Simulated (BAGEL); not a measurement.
# C4H3N (SMILES C#CCC#N): B3LYP/6-31G(d) (density fitting with qzvpp-jkfit, spherical functions)

Aim: the energy change on altering one bond length of C4H3N at B3LYP/6-31G* (density fitting with qzvpp-jkfit, spherical functions), from 2 runs. 

The results are computed with BAGEL 1.2.2.

2 further runs of the same task are left out: 1 that didn't finish, 1 set aside as unsound or not needed.

## Step 1: The system as given

C4H3N: 8 atoms, total charge 0, spin state singlet. SMILES: `C#CCC#N`. Geometry: relaxed at PBE0-D4/def2-TZVP.

Bond lengths: C1–C2 1.197 Å, C2–C3 1.455 Å, C3–C4 1.460 Å, C4–N5 1.148 Å, C1–H6 1.065 Å, C3–H7 1.095 Å, C3–H8 1.095 Å. Angles: C1–C2–C3 179.4°, C2–C3–C4 113.0°, C3–C4–N5 179.0°, C2–C1–H6 179.7°, C2–C3–H7 110.2°, C2–C3–H8 110.2°, C4–C3–H7 108.3°, C4–C3–H8 108.3°, H7–C3–H8 106.7°.

## Step 2: A single-point energy at B3LYP/6-31G(d) (density fitting with qzvpp-jkfit, spherical functions)

calc.json reads:

```json
{ "bagel" : [

{
  "title" : "molecule",
  "basis" : "6-31gs.json",
  "df_basis" : "qzvpp-jkfit",
  "angstrom" : true,
  "geometry" : [
    { "atom" : "C", "xyz" : [      -0.663200,       1.869200,       0.133500 ] },
    { "atom" : "C", "xyz" : [      -0.230100,       0.758300,       0.240700 ] },
    { "atom" : "C", "xyz" : [       0.298200,      -0.589900,       0.384900 ] },
    { "atom" : "C", "xyz" : [       0.347100,      -1.320800,      -0.878200 ] },
    { "atom" : "N", "xyz" : [       0.393200,      -1.911500,      -1.861500 ] },
    { "atom" : "H", "xyz" : [      -1.049000,       2.856400,       0.033300 ] },
    { "atom" : "H", "xyz" : [      -0.314400,      -1.162400,       1.089600 ] },
    { "atom" : "H", "xyz" : [       1.310400,      -0.556500,       0.801900 ] }
  ]
},

{ "title" : "ks", "xc_func" : "b3lyp" },

{ "title" : "print", "file" : "orbitals.molden", "orbitals" : true }

]}
```

The basis set 6-31G* is read from a file made from the Basis Set Exchange's data (not shown).

The run is started by

```
$ BAGEL_NUM_THREADS=1 BAGEL calc.json > calc.out
```

What it wrote:

```text
* using 1 threads per process

  ===============================================================
  ===============================================================

  *** Geometry ***

  { "atom" : "C", "xyz" : [     -1.253266,      3.532276,      0.252278 ] },
  { "atom" : "C", "xyz" : [     -0.434826,      1.432979,      0.454857 ] },
  { "atom" : "C", "xyz" : [      0.563516,     -1.114749,      0.727356 ] },
  { "atom" : "C", "xyz" : [      0.655924,     -2.495950,     -1.659557 ] },
  { "atom" : "N", "xyz" : [      0.743040,     -3.612211,     -3.517725 ] },
  { "atom" : "H", "xyz" : [     -1.982323,      5.397814,      0.062928 ] },
  { "atom" : "H", "xyz" : [     -0.594130,     -2.196618,      2.059046 ] },
  { "atom" : "H", "xyz" : [      2.476297,     -1.051633,      1.515371 ] },

  Number of auxiliary basis functions:      431

  Since a DF basis is specified, we compute 2- and 3-index integrals:
    o Being stored without compression. Storage requirement is 0.020 GB

  Number of basis functions:       76
  Number of electrons      :       34

    * METHOD: MOLECULE                             0.15

  *** Kohn-Sham DFT ***

    * Removing 14171 points whose weight is below 1.00e-10
    * Grid points: 105077

  === Nuclear Repulsion ===
   125.3021049525

       - DIIS with orbital gradients will be used.

  === KS iteration (b3lyp / 6-31gs.json) ===
      0       -178.44423571          0.15853179           0.25
      1       -156.84807496          0.16261636           0.24
      2       -162.04809411          0.21479826           0.24
      3       -198.83462989          0.10816186           0.23
      4       -203.28244892          0.09756063           0.24
      5       -202.88045989          0.07826489           0.24
      6       -208.67961052          0.02285877           0.24
      7       -208.62420786          0.02421368           0.24
      8       -208.85470151          0.00655360           0.24
      9       -208.86121965          0.00652795           0.24
     10       -208.87206915          0.00356999           0.24
     11       -208.87596218          0.00078747           0.24
     12       -208.87611579          0.00041267           0.24
     13       -208.87618363          0.00003854           0.24
     14       -208.87618372          0.00003401           0.24
     15       -208.87618412          0.00000656           0.24
     16       -208.87618413          0.00000336           0.24
     17       -208.87618413          0.00000155           0.24
     18       -208.87618413          0.00000013           0.24
     19       -208.87618413          0.00000004           0.23
     20       -208.87618413          0.00000002           0.24
     21       -208.87618413          0.00000001           0.24
    * SCF iteration converged.

    * Permanent dipole moment:
           (    0.035424,    -0.680055,    -1.231787) a.u.

    * METHOD: KS                                   5.70

    * METHOD: PRINT                                0.01

  ===============================================================
```

Run time: 6 s. Hardware: 1 thread of Arm Neoverse V2, shared host; peak memory 0.37 GiB.

## Step 3: The distorted shape at the same level

input.json reads:

```json
{ "bagel": [

{
  "title": "molecule",
  "basis": "6-31gs.json",
  "df_basis": "qzvpp-jkfit",
  "angstrom": true,
  "geometry": [
    { "atom": "C", "xyz": [       0.071912,       2.556192,      -0.712130 ] },
    { "atom": "C", "xyz": [       0.505012,       1.445292,      -0.604930 ] },
    { "atom": "C", "xyz": [       1.033312,       0.097092,      -0.460730 ] },
    { "atom": "C", "xyz": [       1.082212,      -0.633808,      -1.723830 ] },
    { "atom": "N", "xyz": [       1.128312,      -1.224508,      -2.707130 ] },
    { "atom": "H", "xyz": [      -0.313888,       3.543392,      -0.812330 ] },
    { "atom": "H", "xyz": [      -0.314400,      -1.162400,       1.089600 ] },
    { "atom": "H", "xyz": [       2.045512,       0.130492,      -0.043730 ] }
  ]
},

{
  "title": "ks",
  "xc_func": "b3lyp"
},

{
  "title": "print",
  "file": "orbitals.molden",
  "orbitals": true
}

]}
```

The basis set 6-31G* is read from a file made from the Basis Set Exchange's data (not shown).

The run is started by

```
$ BAGEL_NUM_THREADS=1 BAGEL input.json > input.out
```

What it wrote:

```text
* using 1 threads per process

  ===============================================================
  ===============================================================

  *** Geometry ***

  { "atom" : "C", "xyz" : [      0.135894,      4.830503,     -1.345731 ] },
  { "atom" : "C", "xyz" : [      0.954334,      2.731206,     -1.143152 ] },
  { "atom" : "C", "xyz" : [      1.952677,      0.183477,     -0.870654 ] },
  { "atom" : "C", "xyz" : [      2.045084,     -1.197724,     -3.257567 ] },
  { "atom" : "N", "xyz" : [      2.132201,     -2.313985,     -5.115734 ] },
  { "atom" : "H", "xyz" : [     -0.593162,      6.696040,     -1.535081 ] },
  { "atom" : "H", "xyz" : [     -0.594130,     -2.196618,      2.059046 ] },
  { "atom" : "H", "xyz" : [      3.865457,      0.246594,     -0.082638 ] },

  Number of auxiliary basis functions:      431

  Since a DF basis is specified, we compute 2- and 3-index integrals:
    o Being stored without compression. Storage requirement is 0.020 GB

  Number of basis functions:       76
  Number of electrons      :       34

    * METHOD: MOLECULE                             0.15

  *** Kohn-Sham DFT ***

    * Removing 13082 points whose weight is below 1.00e-10
    * Grid points: 106166

  === Nuclear Repulsion ===
   122.0273634049

       - DIIS with orbital gradients will be used.

  === KS iteration (b3lyp / 6-31gs.json) ===
      0       -178.27099505          0.15819305           0.26
      1       -165.62086366          0.16042662           0.24
      2       -164.94742483          0.21171791           0.24
      3       -198.24525637          0.10788209           0.25
      4       -202.11405514          0.10562944           0.24
      5       -208.10488247          0.03219417           0.24
      6       -208.28244513          0.02441392           0.24
      7       -208.55106002          0.01319247           0.23
      8       -208.66246315          0.00887913           0.24
      9       -208.71319563          0.00211699           0.24
     10       -208.71465541          0.00110196           0.24
     11       -208.71531230          0.00062525           0.24
     12       -208.71544282          0.00017066           0.24
     13       -208.71542975          0.00021450           0.24
     14       -208.71545632          0.00004842           0.24
     15       -208.71545728          0.00000728           0.24
     16       -208.71545725          0.00000852           0.24
     17       -208.71545729          0.00000329           0.24
     18       -208.71545730          0.00000104           0.23
     19       -208.71545730          0.00000065           0.24
     20       -208.71545730          0.00000029           0.24
     21       -208.71545730          0.00000011           0.24
     22       -208.71545730          0.00000005           0.24
     23       -208.71545730          0.00000004           0.24
     24       -208.71545730          0.00000001           0.24
     25       -208.71545730          0.00000000           0.24
    * SCF iteration converged.

    * Permanent dipole moment:
           (   -0.066794,    -1.130262,    -0.836189) a.u.

    * METHOD: KS                                   6.66

    * METHOD: PRINT                                0.01

  ===============================================================
```

It took 7.2 s on 1 thread of Arm Neoverse V2, shared host; peak memory 0.38 GiB.

## Step 4: What came out

At B3LYP/6-31G* (density fitting with qzvpp-jkfit, spherical functions):

```
                                                         quantity          value
                                        first shape: total energy  -208.87618 Eh
                                       first shape: dipole moment         3.58 D
                                         first shape: HOMO energy       -7.89 eV
                                         first shape: LUMO energy        0.38 eV
                                       first shape: HOMO–LUMO gap        8.28 eV
                                    distorted shape: total energy  -208.71546 Eh
                                   distorted shape: dipole moment         3.58 D
                                     distorted shape: HOMO energy       -7.25 eV
                                     distorted shape: LUMO energy       -4.34 eV
                                   distorted shape: HOMO–LUMO gap        2.91 eV
energy change with the C3–H7 bond stretched from 1.095 to 2.410 Å       4.374 eV
```

One bond (distorted shape) is far stretched, which a spin-restricted single reference describes badly; a broken-symmetry solution may lie lower. With the C3–H7 bond stretched from 1.095 to 2.410 Å the energy rises by 4.37 eV (101 kcal/mol). The first shape isn't relaxed at this level, so the change isn't measured from a minimum. A restricted reference can't describe the breaking bond well at this length.
